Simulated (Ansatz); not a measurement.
Born–Oppenheimer molecular dynamics of FH5OSi (8 atoms, charge 0, multiplicity 1). It starts at the highest image of a converged band, a first-order saddle point between two minima.

All numbers below come from Ansatz 0.2.0, RKS B3LYP/cc-pVDZ.

```
ensemble                      : NVE (velocity Verlet)
time step                     : 0.5 fs
steps asked                   : 200
starting velocities drawn for : 100 K
seed                          : 9483
```

First frame:

```xyz
8
Properties=species:S:1:pos:R:3
Si 0.070 0.167 -0.112
F 1.030 -0.177 1.608
O 1.403 -0.444 -0.926
H 1.985 -0.963 -0.350
H -0.474 1.075 -1.168
H -1.028 -0.717 0.358
H 0.140 1.592 0.895
H 0.605 0.961 1.457
```

Q: How far do the bonds stretch over the last three quarters of this one trajectory? (Pairs bonded in most of those frames.)

A: 
```tsv
bond	mean (Å)	spread (Å)	shortest	longest
Si1–O3	1.702	0.005	1.69	1.71
Si1–H5	1.495	0.007	1.48	1.52
Si1–H6	1.498	0.004	1.49	1.50
Si1–H7	1.505	0.017	1.48	1.53
F2–H8	0.938	0.047	0.87	1.01
O3–H4	0.970	0.009	0.95	0.99
```

Mean temperature of the second half: 1324 K. The conserved energy stayed within 0.37 meV per atom of its start (net change 0.067 meV per atom), so the integration is sound. The kinetic energy rose, since the run started high on the potential surface and went downhill. It ends in pieces (FH + H4OSi), so much of that is their flight and rotation, not heat. A run of 0.1 ps of so small a system gives no equilibrium averages. The orbitals stay closed-shell, which can raise the energy where a bond breaks towards radicals; this wasn't checked here.

Run time: 4 min on 1 thread of Intel(R) Xeon(R) 6975P-C (Granite Rapids) (shared host), peak memory 0.14 GiB.
